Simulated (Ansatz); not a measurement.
Input for Ansatz (an electronic-structure program): R-CCSD(T)/aug-cc-pVDZ on H2O (SMILES O) with ghost functions.

Ansatz 0.2 input:
```yaml
crystal:
  periodic: [false, false, false]
  atoms:
    - {symbol: O, position_ang: [1.87059332, 0.34907775, -0.00103384]}
    - {symbol: H, position_ang: [2.30979732, 0.73722975, -0.76090684]}
    - {symbol: H, position_ang: [2.30847732, 0.75168175, 0.75205516]}
basis:
  gaussian:
    orbitals: aug-cc-pVDZ
    ghost_atoms:
      - {symbol: O, position_ang: [-0.87950368, 0.44015575, -0.00330484]}
      - {symbol: H, position_ang: [0.08476532, 0.40768375, -0.00295084]}
      - {symbol: C, position_ang: [-1.34093268, -0.89529625, 0.00496816]}
      - {symbol: H, position_ang: [-2.42721868, -0.86390925, 0.00410516]}
      - {symbol: H, position_ang: [-1.01890768, -1.45478025, -0.87656084]}
      - {symbol: H, position_ang: [-1.01996968, -1.44347525, 0.89396116]}
magnetization: {spin_polarized: false}
correlation: {method: ccsd_t, electrons: outside_noble_gas}
scf: {lower_state_search: off}
```

The head of its log:

```
WARN ansatz: RAYON_NUM_THREADS=1 ignored (pool sized by the plan → 1); use --threads N
Functional definition: HF
these checks for a lower state are left out or cut short: stability, starts, cluster_reference, orbital_swaps, neighbouring_geometries, increment
integrals: 0.20 GiB planned
972 factors; integrals over basis functions are off by at most 1.3e-3 eV
mean field: 0.19 GiB planned
mean field evaluation 1: about -2067.3304 eV, gradient 3.3e1 eV
mean field evaluation 2: about -2067.3299 eV, gradient 3.3e1 eV
mean field evaluation 4: about -2069.1921 eV, gradient 1.5e0 eV
mean field evaluation 8: about -2069.1998 eV, gradient 5.7e-4 eV
mean field -2069.19983054 eV, -76.0416912185 hartree, gradient 2.0e-6 eV, S^2 0.000000; 0 other end points of the search recorded, 0 dependent functions left out
1 core orbitals not correlated
reference -2069.19983054 eV, -76.0416912185 hartree; 4, 4 occupied and 118, 118 virtual orbitals, 972 factors
```

**Question.** Predict the final total energy.

**Answer.** -76.2753 hartree (reference determinant -76.0417, T1 diagnostic 0.012).
